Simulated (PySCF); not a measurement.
## Static response to an electric field

C₄H₆N₂.
Structure used (PBE0-D3(BJ)/def2-SVP), in Å, numbered top down from 1:
```xyz
12
C4H6N2 angstrom
C      1.9002   -0.0228    0.1756
C      0.4095   -0.0599    0.1158
C     -0.4454    0.5705   -0.8231
C     -1.7211    0.2172   -0.4296
N     -1.5670   -0.5648    0.6615
N     -0.2964   -0.7468    1.0088
H      2.2471    0.3491    1.1513
H      2.3274   -1.0279    0.0379
H      2.3068    0.6316   -0.6069
H     -0.1634    1.1962   -1.6664
H     -2.7015    0.4584   -0.8347
H     -2.2962   -1.0007    1.2098
```

Level: B3LYP/def2-SVPD (PySCF), static field, nuclei fixed, core orbitals frozen in the response. The polarisability tensor in these axes (au):

```
x   76.13  0.84  1.34
y    0.84 48.97 -9.94
z    1.34 -9.94 55.59
```

Question: What are the eigenvalues, a third of the trace, and Δα (Δα² = ½Σ(αi − αj)² over the three pairs)?

Answer: Principal values 41.74, 62.73 and 76.22 au; mean 60.23 au = 8.93 Å³ = 9.93 × 10⁻⁴⁰ C²·m²/J; Δα = 30.10 au (50 % of the mean).

Question: What is the dipole moment, and where does it point?

Answer: (-1.68, 0.51, -0.83) D, 1.94 D in size, pointing from the negative to the positive side. Measured along this direction, the outermost atoms are H7 and H8 at the negative end and H11 at the positive end.

Question: Estimate the molar refractivity from the static electronic polarisability.

Answer: Lorentz–Lorenz: R = (4π/3)N_A α = 2.5225 cm³/(mol·Å³) × 8.93 Å³ = 22.5 cm³/mol, in the limit of long wavelengths.

Question: Give the principal axes and the span of the nuclei along them.

Answer: Largest value along (1.00, 0.01, 0.06), where the nuclei span 5.06 Å; middle along (-0.04, -0.59, 0.81), 3.71 Å; least along (-0.04, 0.81, 0.59), 1.77 Å. The response follows the extents in order.

Question: Refractivity n − 1 of an ideal gas of it at 500 K and 1 atm, from the electronic α?

Answer: N = p/kT = 1.4678 × 10¹⁹ cm⁻³, so n − 1 = 2π × N × 8.93 × 10⁻²⁴ cm³ = 823 × 10⁻⁶ at long wavelengths, for an ideal gas.

Question: What are the principal values of the traceless quadrupole moment, Θ = ½Σq(3rr − r²1), about the centre of nuclear charge?

Answer: -6.02, -4.38, 10.40 D·Å. The values depend on the origin, since the dipole doesn't vanish. The electronic extent ⟨r²⟩ about the same centre is 502 bohr², a root-mean-square distance of 1.79 Å for the 44 electrons.

Isolated species at its PBE0-D3(BJ)/def2-SVP geometry, gas phase.
